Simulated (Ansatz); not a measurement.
# BHS+ (quartet): from Hartree-Fock to the top rungs, cc-pVTZ

One table from this session's results is given with a row withheld; the runs are named, their logs left out.

Computed with Ansatz 0.2.0, Gaussian basis. Level: cc-pVTZ, core rule «outside noble gas», up to 6 orbitals frozen.

Plan: UHF; CCSD(T) on ROHF; CCSD(T) on UHF; BCCD(T) on ROHF; CCSDT(Q) on ROHF; CCSDT(Q) on UHF.

10 further runs of the same task are left out: 4 for a known fault of the program, 6 set aside as unsound or not needed.

**The system**

The geometry is a PBE0/def2-TZVP stationary point (not a proven minimum) of the parent state, kept for this charge and spin.

3 atoms, charge 1, spin multiplicity 4.

Atoms are counted from 1 here; the program's logs count them from 0.

Bond lengths: B1–S2 1.769 Å, B1–H3 1.201 Å. Angles: S2–B1–H3 116.3°.

Set-up of the first run:

in.yaml

```yaml
crystal:
  periodic: [false, false, false]
  atoms:
    - {symbol: B, position_ang: [0.000000, -0.194210, 1.266050]}
    - {symbol: S, position_ang: [0.000000, 0.040248, -0.487697]}
    - {symbol: H, position_ang: [0.000000, 0.802670, 1.935360]}
basis:
  gaussian: {orbitals: cc-pVTZ}
total_charge: 1
magnetization: {spin_polarized: true, initial_magnetization: 3}
hamiltonian: {xc: hf}
output: {orbitals: {seedname: orbitals}}
```

The run is started by

```
$ ansatz run in.yaml --threads 1 --pin off --events-out ev --progress --plain --max-ram 2816MiB --backend cpu
```

Steps of the session up to this table: UHF; CCSD(T) on ROHF; CCSD(T) on UHF; BCCD(T) on ROHF; CCSDT(Q) on ROHF; CCSDT(Q) on UHF.

One of the session's tables, all rows but one given; the rest of the session is left out.

It belongs to the step «Misses and costs». 

| method | from UCCSDT(Q) (kJ/mol) |
| --- | --- |
| ROHF | ? |
| UHF | +564.0 |
| RMP2 | +109.0 |
| UMP2 | +113.8 |
| RCCSD | +24.2 |
| UCCSD | +23.6 |
| RCCSD(T) | +4.4 |
| UCCSD(T) | +4.3 |
| BCCD(T) | +4.3 |
| RCCSDT | +0.9 |
| UCCSDT | +0.7 |
| RCCSDT(Q) | +0.2 |
| UCCSDT(Q) | 0 |

**Question.** Estimate the row for ROHF.

The run gave: from UCCSDT(Q) (kJ/mol): +583.0. In the column «from UCCSDT(Q) (kJ/mol)» it is the highest.

Caveats from the session: Restricted and unrestricted rows rest on different reference determinants; where their highest levels disagree by more than a few hundredths of an eV, they describe different states and don't form one ladder.
